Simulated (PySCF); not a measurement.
# F3P: the cost of one run

The runs use PySCF 2.14.0, with density-fitted response routines of our own; the level of theory stands in each step. All values are computed, except where a source is named. Atoms are numbered from 0 throughout.

## 1. The starting structure

4 atoms, charge 0, multiplicity 1; geometry from: GFN2-xTB. The atoms were then displaced at random by about 0.01 Å, so the start is not that level's minimum.

Bonds of the start (Å): F0–P1 1.59, P1–F2 1.59, P1–F3 1.59.

## 2. Relaxing the molecule at PBE0-D3(BJ)/def2-SVP

Job settings and geometry (Å):

```
{"job": {"xc": "PBE0", "basis": "def2-SVP", "d3": "d3bj", "grid": 1, "shake": 0.01, "kind": "geom"}, "charge": 0, "multiplicity": 1}
F     -0.816140    -1.080330    -0.216170
P     -0.003480    -0.003570     0.634670
F      1.316520    -0.199930    -0.228020
F     -0.458910     1.258460    -0.223480
```

The run is started by

```bash
$ OMP_NUM_THREADS=1 python probes_run.py task.json out
```

The driver reads the jobs from task.json and runs them one after another.

Q: Estimate the wall time and peak memory of this first job on 1 thread of Arm Neoverse V2, shared host.

About 4.3 s, with a peak of 0.28 GiB.
